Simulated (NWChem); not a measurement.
System: fluorine (F2); SMILES FF

Here is an NWChem input.

```
start job
memory heap 200 mb stack 900 mb global 1100 mb
geometry units angstroms noautosym nocenter noautoz
  F      0.000000     0.000000     0.687796
  F      0.000000     0.000000    -0.687796
end
basis spherical
  F library sadlej_pvtz
end
dft
  xc pbe0
  iterations 150
end
property
  response 1 0.0
end
task dft property
```

Output (shortened):

```
             Northwest Computational Chemistry Package (NWChem) 7.3.0
             --------------------------------------------------------

                             Geometry "geometry" -> ""
                             -------------------------

 Output coordinates in angstroms (scale by  1.889725989 to convert to a.u.)

  No.       Tag          Charge          X              Y              Z
 ---- ---------------- ---------- -------------- -------------- --------------
    1 F                    9.0000     0.00000000     0.00000000     0.68779600
    2 F                    9.0000     0.00000000     0.00000000    -0.68779600

 Effective nuclear repulsion energy (a.u.)      31.1599349000

                              NWChem Property Module
                              ----------------------

                                 NWChem DFT Module
                                 -----------------

 Summary of "ao basis" -> "ao basis" (spherical)
 ------------------------------------------------------------------------------
       Tag                 Description            Shells   Functions and Types
 ---------------- ------------------------------  ------  ---------------------
 F                        sadlej pvtz               10       24   5s3p2d

            General Information
            -------------------
          SCF calculation type: DFT
          Wavefunction type:  closed shell.
          No. of atoms     :     2
          No. of electrons :    18
           Alpha electrons :     9
            Beta electrons :     9
          Charge           :     0
          Spin multiplicity:     1
          Use of symmetry is: off; symmetry adaption is: off
          Maximum number of iterations: 150
          AO basis - number of functions:    48
                     number of shells:    20
          Convergence on energy requested:  1.00D-06
          Convergence on density requested:  1.00D-05
          Convergence on gradient requested:  5.00D-04

              XC Information
              --------------
                         PBE0 Method XC Functional
                     Hartree-Fock (Exact) Exchange  0.250
          PerdewBurkeErnzerhof Exchange Functional  0.750
            Perdew 1991 LDA Correlation Functional  1.000 local
           PerdewBurkeErnz. Correlation Functional  1.000 non-local

             Grid Information
             ----------------
          Grid used for XC integration:  medium
          Radial quadrature: Mura-Knowles
          Angular quadrature: Lebedev.
          Tag              B.-S. Rad. Rad. Pts. Rad. Cut. Ang. Pts.
          ---              ---------- --------- --------- ---------
          F                   0.50       49           8.0       434
          Grid pruning is: on
          Number of quadrature shells:    98
          Spatial weights used:  Erf1

      Superposition of Atomic Density Guess
      -------------------------------------

 Sum of atomic energies:        -198.81877183

      Non-variational initial energy
      ------------------------------

 Total energy =    -198.617717
 1-e energy   =    -340.654158
 2-e energy   =     110.876507
 HOMO         =      -0.488973
 LUMO         =      -0.167593

   convergence    iter        energy       DeltaE   RMS-Dens  Diis-err
 ---------------- ----- ----------------- --------- --------- ---------
 d= 0,ls=0.0,diis     1   -199.3600765907 -2.31D+02  9.64D-03  4.33D-01
 d= 0,ls=0.0,diis     2   -199.3739875182 -1.39D-02  3.83D-03  1.65D-01
 d= 0,ls=0.0,diis     3   -199.3866885037 -1.27D-02  7.79D-04  4.61D-03
 d= 0,ls=0.0,diis     4   -199.3870511159 -3.63D-04  1.59D-04  2.13D-04
 d= 0,ls=0.0,diis     5   -199.3870678342 -1.67D-05  3.84D-06  2.87D-07
 d= 0,ls=0.0,diis     6   -199.3870678527 -1.85D-08  8.73D-08  1.05D-10

         Total DFT energy =     -199.387067852684
      One electron energy =     -340.036270119161
           Coulomb energy =      130.070335556015
    Exchange-Corr. energy =      -20.581068189549
 Nuclear repulsion energy =       31.159934900011

 Numeric. integr. density =       17.999999260467

                       DFT Final Molecular Orbital Analysis
                       ------------------------------------

 Vector    7  Occ=2.000000D+00  E=-5.725314D-01
              MO Center=  6.8D-09,  6.8D-09,  2.2D-08, r^2= 8.8D-01
   Bfn.  Coefficient  Atom+Function         Bfn.  Coefficient  Atom+Function
  ----- ------------  ---------------      ----- ------------  ---------------
     6      0.376657  1 F  px                 7      0.377515  1 F  py
    30      0.376657  2 F  px                31      0.377515  2 F  py
     9      0.144830  1 F  px                10      0.145160  1 F  py
    33      0.144830  2 F  px                34      0.145160  2 F  py

 Vector    8  Occ=2.000000D+00  E=-4.291802D-01
              MO Center=  2.8D-09,  2.8D-09, -2.2D-08, r^2= 9.3D-01
   Bfn.  Coefficient  Atom+Function         Bfn.  Coefficient  Atom+Function
  ----- ------------  ---------------      ----- ------------  ---------------
     6      0.417930  1 F  px                 7      0.417995  1 F  py
    30     -0.417930  2 F  px                31     -0.417995  2 F  py
     9      0.175967  1 F  px                10      0.175994  1 F  py
    33     -0.175967  2 F  px                34     -0.175994  2 F  py

[...]

 DFT Linear Response polarizability / au
 Frequency  =       0.0000000 / au
              X              Y              Z
 -----------------------------------------------
 X       6.3800988     -0.0000000     -0.0000000
 Y      -0.0000000      6.3800988     -0.0000000
 Z      -0.0000000     -0.0000000     12.1194394
 -----------------------------------------------
 Eigenvalues =       6.3800988      6.3800988     12.1194394
 Isotropic   =       8.2932123
 Anisotropic =       5.7393406
 -----------------------------------------------

 Magnetic Dipole Response Matrix (nonzero elements):

 Exiting AOResponse driver routine
```

Level: PBE0/Sadlej pVTZ. Coordinates come from a PBE0-D3(BJ)/def2-TZVP optimisation.
